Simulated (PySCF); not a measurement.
**Structure elucidation problem**

Molecular formula: C₅H₁₂O. Simulated spectra:

¹H NMR (400 MHz, computed): δ 3.08 (m, 1H), 1.24 (d, 3H), 1.19 (d, 3H), 0.88 (m, 3H), 0.85 (m, 1H), -0.44 (br s, 1H).

¹³C{¹H} NMR (computed): δ 77.3, 43.8, 25.4, 21.9, 21.1.

- GIAO PBE0/pcSseg-1 shieldings
- geometry: GFN2-xTB
- run in PySCF
- gas phase, non-relativistic, single conformer, fast rotation and ring inversion assumed for equivalent nuclei

δ = σ(ref) − σ, references computed at the same level: ¹H, ¹³C vs TMS.

Which of these isomers gave the spectra?
A. CC(C)[C@H](C)O
B. COCC(C)C
C. CC(C)(C)CO

Results:

A. 

- Rings plus π bonds: 0.
- 5 carbon signals for 5 carbons: no two carbons are equivalent.
- Carbon types of the structure: 2 × CH, 3 × CH3, leaving 1 H on heteroatoms.
- δC 77.3: sp3 CH bonded to O; pulled downfield by the heteroatom.
- δC 43.8: sp3 CH; saturated and bonded to C and H only.
- δC 25.4, 21.9, 21.1: methyl carbon; aliphatic region, no heteroatom directly attached.
- δH 3.08: hydrogen on an sp3 CH bonded to O; its carbon carries O, hence the downfield position.
- δH -0.44: hydrogen on an alcohol oxygen; exchangeable; this is the value without hydrogen bonding to other molecules.

The others: COCC(C)C would give 4 carbon signals, not 5; CC(C)(C)CO would give 3 carbon signals, not 5.

Exchangeable OH/NH protons stand at their gas-phase positions; hydrogen bonding in a real sample shifts them, mostly to higher δ. Shifts are as computed. Against solution values, carbons near 30 ppm lie about +3 ppm off and those near 130 ppm about +5 ppm. Of 1211 compounds with measured shifts, 218 miss one by over three times the rms of a fit or turn the order of signals round; such compounds aren't used in these exercises. No couplings were computed; multiplicities are counted from neighbouring protons, with m where these are inequivalent, close in shift, in a saturated or five-membered ring or joined by F or P, and br s for small geminal =CH2 splittings.
